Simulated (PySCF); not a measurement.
## [C2H5OS]-: core ionisation energies

Compound: C2H5OS (charge -1).
Bonds: O1–C2, C2–C3, C3–S4. Hydrogens: H5 on O1; H6, H7 on C2; H8, H9 on C3.

Level of theory: PySCF, delta-SCF UKS SCAN, pcX-2 on the ionised atom, pcseg-1 elsewhere, spin-free X2C. These are vertical core ionisation energies against the vacuum level, from separate self-consistent calculations with and without the core hole.

Task: What binding energy does each computed site have?

Result: 
```json
{"atom(s)": "O1", "bonded to": "C and H", "level": "O 1s", "binding energy (eV)": "533.06", "above the level's lowest (eV)": "0.00", "count": "1"}
{"atom(s)": "C2", "bonded to": "O, C and 2 H", "level": "C 1s", "binding energy (eV)": "287.22", "above the level's lowest (eV)": "+1.37", "count": "1"}
{"atom(s)": "C3", "bonded to": "S, C and 2 H", "level": "C 1s", "binding energy (eV)": "285.85", "above the level's lowest (eV)": "0.00", "count": "1"}
{"atom(s)": "S4", "bonded to": "C", "level": "S 1s", "binding energy (eV)": "2469.19", "above the level's lowest (eV)": "0.00", "count": "1"}
```

The listed C 1s values span 1.37 eV, from C3 (bonded to S, C and 2 H) to C2 (bonded to O, C and 2 H). Summing the Pauling electronegativity differences to the bonded atoms, each weighted by its formal bond order, gives -0.67 for the lowest site and +0.19 for the highest.

Task: Which effective nuclear charge Zeff reproduces each element's mean 1s value in the hydrogen-like formula E = 13.606 eV × Zeff²?

Result: C (Z = 6): mean 286.5 eV, Zeff = 4.59, Z − Zeff = 1.41; O (Z = 8): mean 533.1 eV, Zeff = 6.26, Z − Zeff = 1.74; S (Z = 16): mean 2469.2 eV, Zeff = 13.47, Z − Zeff = 2.53. Means run over the listed sites, weighted by atom count.

Not every level is listed. The species carries charge -1, so core ionisation leaves a neutral species. The basis sets have no added diffuse functions. Isolated species at its PBE0-D3(BJ)/def2-SVP geometry (one conformer only). The geometry's basis has no diffuse functions, a weakness for an anion.

Shape of the structure used: `[OH:1][CH2:2][CH2:3][S-:4]`: O1–C2–C3–S4 -49°, H–O1–C2–C3 34°.
